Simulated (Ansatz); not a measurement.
Basis-set extrapolation for C₅H₁₀S (`CC1CCCS1`) (PBE0-D4/def2-TZVP geometry, frozen core, the Gaussian-basis code of Ansatz). Multiplicity 1, RHF reference.

```json
{"": "HF", "def2-TZVPP": "-592.780887", "def2-QZVPP": "-592.801066"}
{"": "MP2 correlation", "def2-TZVPP": "-1.040214", "def2-QZVPP": "-1.109497"}
{"": "CCSD(T) correlation", "def2-TZVPP": "-1.148610", "def2-QZVPP": "not run"}
```

Energies in hartree. Use E(X) = E(∞) + A·exp(−7.88·√X) for Hartree–Fock and E(X) = E(∞) + B·X^(−2.97) for correlation, with X = 3 and 4, and add CCSD(T) minus MP2 of the smaller set to the MP2 limit.

What is the CCSD(T) energy at the basis-set limit?

HF limit: -592.801066 + (-0.020179) × 0.13774 = -592.80385. MP2 limit: -1.109497 + (-0.069283) × 0.74074 = -1.16082. Higher-order term: -1.148610 − (-1.040214) = -0.10840. Total: -594.07307 hartree, 90.1 kcal/mol below CCSD(T)/def2-TZVPP.
